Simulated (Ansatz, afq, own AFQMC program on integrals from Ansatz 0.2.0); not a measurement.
**CHSi, quartet in cc-pVDZ, levels against CCSDT(Q)**

```xyz
3

Si    0.0000    0.1753    0.5807
C     0.0000   -0.4488   -1.2059
H     0.0000    0.4643   -1.8116
```

Connectivity, by distances: Si–CH.

Basis cc-pVDZ. Only valence electrons are correlated. AFQMC by an in-house program on the Cholesky factors that Ansatz 0.2.0 writes for its CCSD(T) run. The CISD trial takes its coefficients from CCSD amplitudes. Released means that phaseless walkers are propagated on without the constraint, phases kept. Uncertainties: one standard error, sampling alone.

Determinant: ROHF, the one that the program's search chose, which needn't be the lowest solution. The geometry is a point of a scan.

No full CI on the walks' own integrals is used here; CCSDT(Q) serves as the reference and is uncertain by about the last step of the cluster series.

Cautions: lower spins were not checked; higher spins were not checked; raised T1 diagnostic (T1 0.040, weight of the determinant 0.86, largest double 0.07).

```
T1 diagnostic                               : 0.0403
weight of the determinant in the CISD state : 0.862
size of the correlated space                : 9 electrons in 31 orbitals
```

```
  level  correlation energy (eV)
    MP2                  -4.1363
   CCSD                  -5.1074
CCSD(T)                  -5.2713
```

(1) Estimate where AFQMC with the constraint released lies against CCSD(T) on the same integrals.

(1) 2.07 ± 0.55 mEh below CCSD(T).

Reference: CCSDT(Q), correlation energy -5.327 eV. The released energy is read at 2.40 1/Eh (meV from the phaseless value at times in 1/Eh: -13 ± 17 at 0.24, -1 ± 11 at 0.51, 10 ± 9 at 0.99, 3 ± 13 at 1.62, -6 ± 15 at 2.40).

```json
{"level": "CCSD(T)", "E − E(reference) (mEh)": "2.06", "share of correlation (%)": "98.95"}
{"level": "CCSDT", "E − E(reference) (mEh)": "0.41", "share of correlation (%)": "99.79"}
{"level": "ph-AFQMC/CISD", "E − E(reference) (mEh)": "0.21 ± 0.50", "share of correlation (%)": "99.89"}
{"level": "released AFQMC", "E − E(reference) (mEh)": "-0.01 ± 0.55", "share of correlation (%)": "100.00"}
```

A walk keeps the symmetry of its determinant, which the program's search chose and which needn't be the lowest solution, so a lower state of the same spin and another symmetry isn't excluded. Released energies are given only where the last usable release times agree within the noise; a slower fall can still hide under it.
